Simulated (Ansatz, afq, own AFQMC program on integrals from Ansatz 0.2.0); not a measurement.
**BN, triplet → BN⁺, doublet**

```csv
atom,x (Å),y (Å),z (Å)
B,0.0000,0.0000,0.0000
N,0.0000,0.0000,1.3155
```

E(doublet, charge +1) − E(triplet, charge +0) at this geometry, on UHF and UHF determinants.

Basis cc-pVDZ. Noble-gas cores (and the filled d shells of Ga–Kr and In–Xe) are frozen. Ansatz 0.2.0 and our own AFQMC program on the same integrals; the CISD trial comes from CCSD amplitudes, and released means the phaseless constraint is let go. ± is one standard error of the sampling. The errors of all members are added in quadrature.

Full CI is exact in this basis; where marked, its frozen core comes from its own orbitals, which moves totals by up to a few meV.

Errors are counted within cc-pVDZ, not against nature.

Cautions: BN (triplet): lower spins were not checked, raised T1 diagnostic (T1 0.045, weight of the determinant 0.88, largest double 0.10), the released energies are still falling, so no released level is given (meV from the phaseless value at times in 1/Eh: -10 ± 5 at 0.24, -19 ± 5 at 0.51, -22 ± 3 at 0.99, -35 ± 4 at 1.62, -39 ± 5 at 2.40), though the last usable value meets full CI within the noise, its ph-AFQMC/CISD value lies 36 ± 4 meV above full CI; BN⁺ (doublet): an unrestricted solution with more broken spin lies lower, strong correlation (T1 0.102, weight of the determinant 0.76, largest double 0.20), (T) is large, 9 % of the CCSD correlation, (Q) is large, 104 meV, so the cluster series hasn't closed, unrestricted determinant slightly spin contaminated (⟨S²⟩ 0.80 against 0.75), the released energies are still falling, so no released level is given (meV from the phaseless value at times in 1/Eh: -29 ± 6 at 0.24, -57 ± 6 at 0.51, -96 ± 6 at 0.99, -102 ± 8 at 1.62, -171 ± 38 at 2.40), full CI with its own frozen core, a state of higher spin lies lower, its ph-AFQMC/CISD value lies 185 ± 6 meV above full CI; this isn't the first ionization.

Reference (full CI): 11.608 eV.

```tsv
level	vertical ionization energy (eV)	error against FCI (eV)
HF	12.672	1.064
MP2	11.956	0.348
CCSD	11.936	0.328
CCSD(T)	11.605	-0.003
CCSDT	11.624	0.016
CCSDT(Q)	11.547	-0.061
CCSDTQ	11.604	-0.004
ph-AFQMC/CISD	11.758 ± 0.007	0.150 ± 0.007
```

Correlation beyond CCSD(T) adds 0.003 eV. The perturbative (T) step is worth −0.331 eV. Where the cautions show a poor determinant, the low rows tell how each method copes with it, not its usual error.

CCSDT and higher add their correlation energy to the determinant of the CCSD(T) run, since their own runs factorise the integrals more tightly (a shift of under 2 meV). A walk keeps the symmetry of its determinant, which the program's search chose and which needn't be the lowest solution, so a lower state of the same spin and another symmetry isn't excluded.
